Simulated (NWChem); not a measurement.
## Correlation energy of nitric oxide (NO)

```xyz
2

N      0.0000     0.0000     0.6093
O      0.0000     0.0000    -0.5331
```
Charge 0, spin multiplicity 2.

All runs are NWChem calculations. The geometry was optimised at UPBE0/def2-SVP, a minimum by its harmonic frequencies.

Basis set: 6-311G**. Each correlation energy counts from its own Hartree-Fock reference.

The correlated methods keep 2 core orbitals frozen. The Pople sets run with spherical d functions. The unpaired electrons of the parent sit in orbitals of symmetry b2 (C2v labels of the run); other states weren't searched. The stability of the SCF solutions was not checked. Open-shell Hartree-Fock references start from PBE0 orbitals. Coupled-cluster values serve here as a point of comparison, not as the truth.

**Question.** For the correlation energy, CCSD[T] on ROHF gives -367.0 mHa and CCSD on ROHF gives -350.8 mHa. What do UMP2, CCSD(T) on ROHF, CCSD(T) on UHF give?

**Answer.** UMP2: -337.5 mHa; CCSD(T) on ROHF: -365.5 mHa; CCSD(T) on UHF: -358.3 mHa.
